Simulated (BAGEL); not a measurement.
# CH5NSi (SMILES C[Si]N) at HF/6-31G(d) (density fitting with qzvpp-jkfit, spherical functions)

What is the energy change on altering one bond length of CH5NSi at HF/6-31G* (density fitting with qzvpp-jkfit, spherical functions)? 

The results are computed with BAGEL 1.2.2.

12 further runs of the same task are left out: 12 set aside as unsound or not needed.

## (1) The system as given

CH5NSi: 8 atoms, total charge 0, spin state singlet. SMILES: `C[Si]N`. The coordinates come from a PBE0-D4/def2-TZVP relaxation. This is one conformer, not always the lowest.

Bond lengths: C1–Si2 1.904 Å, Si2–N3 1.709 Å, C1–H4 1.094 Å, C1–H5 1.094 Å, C1–H6 1.098 Å, N3–H7 1.008 Å, N3–H8 1.010 Å. Angles: C1–Si2–N3 98.7°, Si2–C1–H4 115.0°, Si2–C1–H5 110.7°, Si2–C1–H6 107.9°, Si2–N3–H7 121.7°, Si2–N3–H8 126.1°, H4–C1–H5 108.8°, H4–C1–H6 108.0°, H5–C1–H6 106.1°, H7–N3–H8 112.1°.

## (2) A single-point energy at HF/6-31G(d) (density fitting with qzvpp-jkfit, spherical functions)

hf.json reads:

```json
{ "bagel" : [

{
  "title" : "molecule",
  "basis" : "6-31gs.json",
  "df_basis" : "qzvpp-jkfit",
  "angstrom" : "true",
  "geometry" : [
    { "atom" : "C", "xyz" : [   -0.660000,    0.824700,   -0.552100 ] },
    { "atom" : "Si", "xyz" : [    0.963800,    0.653800,    0.427700 ] },
    { "atom" : "N", "xyz" : [    0.932200,   -1.034400,    0.690700 ] },
    { "atom" : "H", "xyz" : [   -1.026400,   -0.101800,   -1.004300 ] },
    { "atom" : "H", "xyz" : [   -0.562500,    1.583400,   -1.334100 ] },
    { "atom" : "H", "xyz" : [   -1.431400,    1.195000,    0.135900 ] },
    { "atom" : "H", "xyz" : [    1.651200,   -1.501900,    1.220100 ] },
    { "atom" : "H", "xyz" : [    0.225200,   -1.675700,    0.360300 ] }
  ]
},
{ "title" : "hf" },
{ "title" : "print", "file" : "orbitals.molden", "orbitals" : "true" }

]}
```

The basis set 6-31G* is read from a file made from the Basis Set Exchange's data (not shown).

Run with:

```bash
BAGEL_NUM_THREADS=1 BAGEL hf.json > hf.out
```

Log:

```text
* using 1 threads per process

  ===============================================================
  ===============================================================

  *** Geometry ***

  { "atom" : "C", "xyz" : [     -1.247219,      1.558457,     -1.043318 ] },
  { "atom" : "Si", "xyz" : [      1.821318,      1.235503,      0.808236 ] },
  { "atom" : "N", "xyz" : [      1.761603,     -1.954733,      1.305234 ] },
  { "atom" : "H", "xyz" : [     -1.939615,     -0.192374,     -1.897852 ] },
  { "atom" : "H", "xyz" : [     -1.062971,      2.992192,     -2.521084 ] },
  { "atom" : "H", "xyz" : [     -2.704954,      2.258223,      0.256814 ] },
  { "atom" : "H", "xyz" : [      3.120316,     -2.838180,      2.305655 ] },
  { "atom" : "H", "xyz" : [      0.425566,     -3.166614,      0.680868 ] },

  Number of auxiliary basis functions:      370

  Since a DF basis is specified, we compute 2- and 3-index integrals:
    o Being stored without compression. Storage requirement is 0.009 GB

  Number of basis functions:       56
  Number of electrons      :       32

    * METHOD: MOLECULE                             0.12

  *** RHF ***

  === Nuclear Repulsion ===
   100.3690905671

      * DIIS with orbital gradients will be used.

  === RHF iteration (6-31gs.json) ===
      0       -383.94345539          0.02623397           0.02
      1       -384.07236996          0.01584146           0.02
      2       -384.13011791          0.00204075           0.02
      3       -384.13178033          0.00066020           0.02
      4       -384.13193855          0.00011885           0.02
      5       -384.13194954          0.00002667           0.02
      6       -384.13195011          0.00000607           0.02
      7       -384.13195015          0.00000207           0.02
      8       -384.13195015          0.00000057           0.02
      9       -384.13195015          0.00000020           0.02
     10       -384.13195015          0.00000008           0.02
     11       -384.13195015          0.00000003           0.02
     12       -384.13195015          0.00000001           0.02
    * SCF iteration converged.

    * Permanent dipole moment:
           (    0.343292,     0.759284,     0.071449) a.u.

    * METHOD: HF                                   0.35

    * METHOD: PRINT                                0.01

  ===============================================================
```

It took 0.61 s on 1 thread of Arm Neoverse V1, shared host.

## (3) The distorted shape

hf.json reads:

```json
{ "bagel": [

{
  "title": "molecule",
  "basis": "6-31gs.json",
  "df_basis": "qzvpp-jkfit",
  "angstrom": true,
  "geometry": [
    { "atom": "C", "xyz": [   -0.689251,    0.597085,   -0.317495 ] },
    { "atom": "Si", "xyz": [    0.934549,    0.426185,    0.662305 ] },
    { "atom": "N", "xyz": [    0.902949,   -1.262015,    0.925305 ] },
    { "atom": "H", "xyz": [   -1.055651,   -0.329415,   -0.769695 ] },
    { "atom": "H", "xyz": [   -0.562500,    1.583400,   -1.334100 ] },
    { "atom": "H", "xyz": [   -1.460651,    0.967385,    0.370505 ] },
    { "atom": "H", "xyz": [    1.621949,   -1.729515,    1.454705 ] },
    { "atom": "H", "xyz": [    0.195949,   -1.903315,    0.594905 ] }
  ]
},
{ "title": "hf" },
{ "title": "print", "file": "orbitals.molden", "orbitals": true }

]}
```

The basis set 6-31G* is read from a file made from the Basis Set Exchange's data (not shown).

Run with:

```bash
BAGEL_NUM_THREADS=1 BAGEL hf.json > hf.out
```

Log:

```text
* using 1 threads per process

  ===============================================================
  ===============================================================

  *** Geometry ***

  { "atom" : "C", "xyz" : [     -1.302496,      1.128327,     -0.599979 ] },
  { "atom" : "Si", "xyz" : [      1.766042,      0.805373,      1.251575 ] },
  { "atom" : "N", "xyz" : [      1.706326,     -2.384863,      1.748573 ] },
  { "atom" : "H", "xyz" : [     -1.994891,     -0.622504,     -1.454513 ] },
  { "atom" : "H", "xyz" : [     -1.062971,      2.992192,     -2.521084 ] },
  { "atom" : "H", "xyz" : [     -2.760230,      1.828093,      0.700153 ] },
  { "atom" : "H", "xyz" : [      3.065039,     -3.268310,      2.748994 ] },
  { "atom" : "H", "xyz" : [      0.370290,     -3.596744,      1.124208 ] },

  Number of auxiliary basis functions:      370

  Since a DF basis is specified, we compute 2- and 3-index integrals:
    o Being stored without compression. Storage requirement is 0.009 GB

  Number of basis functions:       56
  Number of electrons      :       32

    * METHOD: MOLECULE                             0.12

  *** RHF ***

  === Nuclear Repulsion ===
    99.2685130873

      * DIIS with orbital gradients will be used.

  === RHF iteration (6-31gs.json) ===
      0       -383.90526699          0.02605946           0.02
      1       -384.02899022          0.01606636           0.02
      2       -384.08853766          0.00199743           0.02
      3       -384.09021078          0.00060781           0.02
      4       -384.09033869          0.00011688           0.02
      5       -384.09034870          0.00002548           0.02
      6       -384.09034922          0.00000609           0.02
      7       -384.09034926          0.00000220           0.02
      8       -384.09034926          0.00000057           0.02
      9       -384.09034926          0.00000019           0.02
     10       -384.09034926          0.00000008           0.02
     11       -384.09034926          0.00000003           0.02
     12       -384.09034926          0.00000001           0.02
     13       -384.09034926          0.00000000           0.02
    * SCF iteration converged.

    * Permanent dipole moment:
           (    0.340557,     0.861044,    -0.026749) a.u.

    * METHOD: HF                                   0.38

    * METHOD: PRINT                                0.01

  ===============================================================
```

Run time: 0.65 s. Hardware: 1 thread of Arm Neoverse V1, shared host.

## (4) What came out

At HF/6-31G* (density fitting with qzvpp-jkfit, spherical functions):

| quantity | value |
| --- | --- |
| first shape: total energy | -384.13195 Eh |
| first shape: dipole moment | 2.13 D |
| first shape: HOMO energy | -8.34 eV |
| first shape: LUMO energy | 2.30 eV |
| first shape: HOMO–LUMO gap | 10.63 eV |
| distorted shape: total energy | -384.09035 Eh |
| distorted shape: dipole moment | 2.35 D |
| distorted shape: HOMO energy | -8.42 eV |
| distorted shape: LUMO energy | 2.24 eV |
| distorted shape: HOMO–LUMO gap | 10.66 eV |
| energy change with the C1–H5 bond stretched from 1.094 to 1.422 Å | 1.132 eV |

In words: With the C1–H5 bond stretched from 1.094 to 1.422 Å the energy rises by 1.13 eV (109 kJ/mol). The first shape isn't relaxed at this level, so the change isn't measured from a minimum.
